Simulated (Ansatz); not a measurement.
**Basis-set limit of H2S, triplet**

```xyz
3

H     0.0000    0.0000   -1.1560
H     0.0000    0.0000   -0.4110
S     0.0000    0.0000    1.5670
```

Ansatz 0.2.0, UHF determinant, valence electrons correlated. Energies in eV.

```
       set  X  functions  Hartree–Fock  MP2 correlation  CCSD(T) correlation                                                                                                              time
def2-TZVPP  3         70   -10846.9472          -4.2146              -5.1949    4 s on 1 × NVIDIA H100 80GB HBM3 with 1 thread of AMD EPYC 7R13 Processor (Zen 3), with other jobs on the host
def2-QZVPP  4        130   -10847.2628          -4.5815              -5.5334  4.6 s on 1 × NVIDIA H100 80GB HBM3 with 1 thread of AMD EPYC 7R13 Processor (Zen 3), with other jobs on the host
```

Hartree–Fock is taken to follow E(X) = E∞ + A·exp(−7.88·√X), correlation E(X) = E∞ + B·X^−2.97.

Cautions: lower spins were not checked.

Q: Work out the CCSD(T) energy at the limit, and how far the shortcut misses it that extrapolates MP2 and adds CCSD(T) minus MP2 from the smaller set.

A: Hartree–Fock: E∞ = E4 + 0.1377·(E4 − E3) = -10847.3062. Correlation: E∞ = E4 + 0.7407·(E4 − E3) = -5.7842 for CCSD(T) and -4.8533 for MP2. The limit is -10853.0904 eV, 0.294 eV below def2-QZVPP. The shortcut gives a correlation energy of -4.8533 + (-0.9802) = -5.8335, 49 meV lower than the direct value.

Past Ne part of the Hartree–Fock step between the two sets comes from the cores, which don't follow the formula, so the 43 meV that it adds to the total can overshoot; that part largely cancels in differences.
